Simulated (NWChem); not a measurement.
# One shape, several levels: triplet C2F2

Aim: a comparison of 3 runs (UCAM-B3LYP/cc-pVTZ, UBHLYP/cc-pVTZ, UM06-2X/cc-pVTZ) of triplet C2F2. 

Program for the calculation: NWChem 7.3.0.

### 1 Starting point

C2F2 has 4 atoms, charge 0, and is taken as a triplet. SMILES of the parent species: `FC#CF`. Geometry: relaxed at PBE0-D4/def2-TZVP. That shape belongs to the parent species and isn't relaxed for this state.

Bond lengths: F1–C2 1.277 Å, C2–C3 1.184 Å, C3–F4 1.277 Å. Angles: F1–C2–C3 180.0°, C2–C3–F4 180.0°.

### 2 A single-point energy at UCAM-B3LYP/cc-pVTZ (run 1)

Input file c2f2.nw:

```
start c2f2
title "C2F2"
memory stack 880 mb heap 220 mb global 1100 mb
geometry units angstroms noautosym nocenter noautoz
   F    -0.136400    0.128000    1.852800
   C    -0.033700    0.030200    0.583200
   C     0.061400   -0.060400   -0.593400
   F     0.164100   -0.158200   -1.863000
end
basis spherical bse
   * library cc-pVTZ
end
dft
   xc xcamb88 1.00 lyp 0.81 vwn_5 0.19 hfexch 1.00
   cam 0.33 cam_alpha 0.19 cam_beta 0.46
   mult 3
   grid fine
   convergence energy 1e-08
   direct
   maxiter 100
   mulliken
   print low
end
task dft energy
```

Launch:

```
$ nwchem c2f2.nw > c2f2.out
```

The program printed:

```text
[...]
 d= 0,ls=0.0,diis     1   -275.4474473943 -3.71D+02  6.34D-03  2.58D-01    14.7
[...]
 d= 0,ls=0.0,diis     9   -275.5288098047 -5.92D-09  2.62D-06  6.40D-09   136.0
[...]
         Total DFT energy =     -275.528809804693
      One electron energy =     -568.845538918745
           Coulomb energy =      229.438032734290
    Exchange-Corr. energy =      -31.632307490294
 Nuclear repulsion energy =       95.511003870056
[...]
      Total Density - Mulliken Population Analysis
     ---------------------------------------------
    Atom       Charge   Shell Charges
 -----------   ------   -------------------------------------------------------
    1 F    9     8.97   1.94  0.29  1.06  0.52  1.58  2.34  1.21  0.00  0.01  0.00
    2 C    6     6.03   1.96  0.22  0.80  0.22  0.81  1.24  0.59  0.05  0.12  0.02
    3 C    6     6.03   1.96  0.22  0.80  0.22  0.81  1.24  0.59  0.05  0.12  0.02
    4 F    9     8.97   1.94  0.29  1.06  0.52  1.58  2.34  1.21  0.00  0.01  0.00
[...]
      <S2> =      2.0039 (Exact =     2.0000)
[...]
```

Wall time 2.3 min (1 thread of Intel Xeon Platinum 8175M at 2.50GHz (Skylake/Cascade Lake), shared host); peak memory 0.11 GiB.

### 3 A single-point energy at UBHLYP/cc-pVTZ (run 2)

Input file run.py:

```python
from ase import Atoms
from ase.calculators.nwchem import NWChem

system = Atoms('FCCF', positions=[
    [-0.136400, 0.128000, 1.852800],
    [-0.033700, 0.030200, 0.583200],
    [0.061400, -0.060400, -0.593400],
    [0.164100, -0.158200, -1.863000],
])

calc = NWChem(
    label='c2f2',
    theory='dft',
    memory='2200 mb',
    basis='cc-pVTZ',
    basispar='spherical bse',
    dft={'xc': 'bhlyp', 'mult': '3', 'grid': 'fine', 'convergence': 'energy 1e-08', 'iterations': '100', 'mulliken': None},
    task='energy',
)
system.calc = calc

e = system.get_potential_energy()
print(f"E = {e:.6f} eV")
```

Launch:

```
$ export ASE_NWCHEM_COMMAND="nwchem PREFIX.nwi > PREFIX.nwo"
$ python run.py
```

The program printed:

```text
E = -7496.334337 eV
```

The calculator wrote c2f2.nwi:

```
title "c2f2"

permanent_dir c2f2

scratch_dir c2f2

start c2f2

geometry units angstrom nocenter noautosym noautoz
  F  -1.3639999999999999e-01 1.2800000000000000e-01 1.8528000000000000e+00
  C  -3.3700000000000001e-02 3.0200000000000001e-02 5.8320000000000005e-01
  C  6.1400000000000003e-02 -6.0400000000000002e-02 -5.9340000000000004e-01
  F  1.6410000000000000e-01 -1.5820000000000001e-01 -1.8630000000000000e+00
end

memory 2200 mb

basis spherical bse noprint
   * library cc-pVTZ
end

dft
  xc bhlyp
  mult 3
  grid fine
  convergence energy 1e-08
  iterations 100
  mulliken
end

task dft energy
```

c2f2.nwo:

```text
Northwest Computational Chemistry Package (NWChem) 7.3.0
             --------------------------------------------------------

           Job information
           ---------------

    nwchem branch   = 7.3.0
    use scalapack   = T
    input           = c2f2.nwi
    prefix          = c2f2.
    data base       = c2f2/c2f2.db
    status          = startup
    nproc           =        1

           Memory information
           ------------------

    heap     =     72089594 doubles =      550.0 Mbytes
    stack    =     72089599 doubles =      550.0 Mbytes
    global   =    144179200 doubles =     1100.0 Mbytes (distinct from heap & stack)
    total    =    288358393 doubles =     2200.0 Mbytes
    verify   = yes
    hardfail = no

           Directory information
           ---------------------

  0 permanent = c2f2
  0 scratch   = c2f2

                                NWChem Input Module
                                -------------------

                                       c2f2
                                       ----

[... 23 lines left out ...]
            Nuclear Dipole moment (a.u.)
[... 53 lines left out ...]
  convergence criterion.
[... 16 lines left out ...]
          Convergence on density requested:  1.00D-05
[... 21 lines left out ...]
          Spatial weights used:  Erf1
[... 3 lines left out ...]
          Convergence aids based upon iterative change in
[... 80 lines left out ...]
         Total DFT energy =     -275.485207948263
[... 1 line left out ...]
           Coulomb energy =      229.512416876185
[... 1 line left out ...]
 Nuclear repulsion energy =       95.511003870056
[... 859 lines left out ...]
                     DFT Final Beta Molecular Orbital Analysis
[... 945 lines left out ...]
   alpha    111    112    113    114    115    116    117    118    119    120
    beta    110    113    112    115    114    116    117    118    119    120
 overlap   1.000  1.000  1.000  1.000  1.000  1.000  1.000  1.000  1.000  1.000

     --------------------------
     Expectation value of S2:
     --------------------------
      <S2> =      2.0062 (Exact =     2.0000)

 center of mass
 --------------
 x =   0.02617270 y =  -0.02853486 z =  -0.00963760

 moments of inertia (a.u.)
 ------------------
         500.987201397044           3.102030038849          40.275015866554
           3.102030038849         501.289707623166         -38.359078722134
          40.275015866554         -38.359078722134           6.211430723756

     Multipole analysis of the density
     ---------------------------------

     L   x y z        total         alpha         beta         nuclear
     -   - - -        -----         -----         ----         -------
     0   0 0 0     -0.000000    -16.000000    -14.000000     30.000000

     1   1 0 0      0.000000     -0.418763     -0.366418      0.785181
[... 8 lines of this table left out ...]
     2   0 0 2    -17.772519   -131.980865   -122.503960    236.712306

 Task  times  cpu:       41.5s     wall:       41.5s
 Total times  cpu:       41.5s     wall:       41.5s
```

Wall time 43 s (1 thread of Intel Xeon Platinum 8175M at 2.50GHz (Skylake/Cascade Lake), shared host); peak memory 0.12 GiB.

### 4 A single-point energy at UM06-2X/cc-pVTZ (run 3)

Input file run.py:

```python
from ase import Atoms
from ase.calculators.nwchem import NWChem

mol = Atoms(['F', 'C', 'C', 'F'], positions=[
    [-0.136400, 0.128000, 1.852800],
    [-0.033700, 0.030200, 0.583200],
    [0.061400, -0.060400, -0.593400],
    [0.164100, -0.158200, -1.863000],
])

calc = NWChem(
    label='c2f2',
    theory='dft',
    memory='2200 mb',
    basis='cc-pVTZ',
    basispar='spherical bse',
    dft={'xc': 'm06-2x', 'mult': '3', 'grid': 'fine', 'convergence': 'energy 1e-08', 'iterations': '100', 'mulliken': None},
    task='energy',
)
mol.calc = calc

print(f"energy = {mol.get_potential_energy():.6f} eV")
```

Launch:

```
$ export ASE_NWCHEM_COMMAND="nwchem PREFIX.nwi > PREFIX.nwo"
$ python run.py
```

The program printed:

```text
energy = -7497.079423 eV
```

The calculator wrote c2f2.nwi:

```
title "c2f2"

permanent_dir c2f2

scratch_dir c2f2

start c2f2

geometry units angstrom nocenter noautosym noautoz
  F  -1.3639999999999999e-01 1.2800000000000000e-01 1.8528000000000000e+00
  C  -3.3700000000000001e-02 3.0200000000000001e-02 5.8320000000000005e-01
  C  6.1400000000000003e-02 -6.0400000000000002e-02 -5.9340000000000004e-01
  F  1.6410000000000000e-01 -1.5820000000000001e-01 -1.8630000000000000e+00
end

memory 2200 mb

basis spherical bse noprint
   * library cc-pVTZ
end

dft
  xc m06-2x
  mult 3
  grid fine
  convergence energy 1e-08
  iterations 100
  mulliken
end

task dft energy
```

c2f2.nwo:

```text
Northwest Computational Chemistry Package (NWChem) 7.3.0
             --------------------------------------------------------

           Job information
           ---------------

    nwchem branch   = 7.3.0
    use scalapack   = T
    input           = c2f2.nwi
    prefix          = c2f2.
    data base       = c2f2/c2f2.db
    status          = startup
    nproc           =        1

           Memory information
           ------------------

    heap     =     72089594 doubles =      550.0 Mbytes
    stack    =     72089599 doubles =      550.0 Mbytes
    global   =    144179200 doubles =     1100.0 Mbytes (distinct from heap & stack)
    total    =    288358393 doubles =     2200.0 Mbytes
    verify   = yes
    hardfail = no

           Directory information
           ---------------------

  0 permanent = c2f2
  0 scratch   = c2f2

                                NWChem Input Module
                                -------------------

                                       c2f2
                                       ----

[... 23 lines left out ...]
            Nuclear Dipole moment (a.u.)
[... 53 lines left out ...]
  convergence criterion.
[... 16 lines left out ...]
          Convergence on density requested:  1.00D-05
[... 20 lines left out ...]
          Spatial weights used:  Erf1
[... 3 lines left out ...]
          Convergence aids based upon iterative change in
[... 80 lines left out ...]
         Total DFT energy =     -275.512589321526
[... 1 line left out ...]
           Coulomb energy =      229.246491635996
[... 1 line left out ...]
 Nuclear repulsion energy =       95.511003870056
[... 862 lines left out ...]
                     DFT Final Beta Molecular Orbital Analysis
[... 944 lines left out ...]
   alpha    111    112    113    114    115    116    117    118    119    120
    beta    111    113    112    114    115    116    117    118    119    120
 overlap   0.883  1.000  1.000  1.000  1.000  1.000  1.000  1.000  1.000  1.000

     --------------------------
     Expectation value of S2:
     --------------------------
      <S2> =      2.0043 (Exact =     2.0000)

 center of mass
 --------------
 x =   0.02617270 y =  -0.02853486 z =  -0.00963760

 moments of inertia (a.u.)
 ------------------
         500.987201397044           3.102030038849          40.275015866554
           3.102030038849         501.289707623166         -38.359078722134
          40.275015866554         -38.359078722134           6.211430723756

     Multipole analysis of the density
     ---------------------------------

     L   x y z        total         alpha         beta         nuclear
     -   - - -        -----         -----         ----         -------
     0   0 0 0     -0.000000    -16.000000    -14.000000     30.000000

     1   1 0 0      0.000000     -0.418763     -0.366418      0.785181
[... 8 lines of this table left out ...]
     2   0 0 2    -17.634736   -131.803564   -122.543479    236.712306

 Task  times  cpu:       47.1s     wall:       47.1s
 Total times  cpu:       47.2s     wall:       47.2s
```

Run time: 49 s. Hardware: 1 thread of Intel Xeon Platinum 8175M at 2.50GHz (Skylake/Cascade Lake), shared host; peak memory 0.12 GiB.

### 5 All runs side by side

```
run               level  energy (Eh)   ⟨S²⟩  wall time
  1  UCAM-B3LYP/cc-pVTZ  -275.528810  2.004    2.3 min
  2      UBHLYP/cc-pVTZ  -275.485208  2.006       43 s
  3     UM06-2X/cc-pVTZ  -275.512589  2.004       49 s
```

### 6 Results

| quantity | value |
| --- | --- |
| run 3: total energy | -275.51259 Eh |
| run 3: dipole moment | 0.00 D |
| run 3: HOMO energy (highest over α and β) | -2.97 eV |
| run 3: ⟨S²⟩ | 2.004 |

What this shows: Totals of different functionals can't be ranked against each other. All runs together took 3.8 min, the longest 2.3 min.
